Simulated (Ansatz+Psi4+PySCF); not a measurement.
A calculation with PySCF 2.14.0.

```python
from pyscf import gto, scf, mp

mol = gto.M(atom="""
C 0.300000 0.300000 0.300000
H -0.033700 0.441200 1.306800
H 0.633700 0.158800 -0.706800
""", basis='cc-pvtz', charge=0, spin=0)
mf = scf.RHF(mol)
mf.kernel()
pt = mp.MP2(mf, frozen=1).run()
print(mf.e_tot, pt.e_corr, pt.e_tot)
```

The script is written out from the run's settings.

Results

| Quantity | Value |
| --- | --- |
| Converged | yes |
| Reference energy | -38.83732 hartree |
| Correlation energy | -0.13902 hartree |
| Total energy | -38.97634 hartree |
| Spin squared of the determinant | 0.000 |

Messages of the program:
```
WARN: HOMO -0.0990824980344279 == LUMO -0.09908249803441
WARN: HOMO -0.0990824980344279 == LUMO -0.09908249803441
```

Caution: large amplitudes, a single reference is doubtful; another spin multiplicity may lie lower; an unrestricted determinant lies well below.
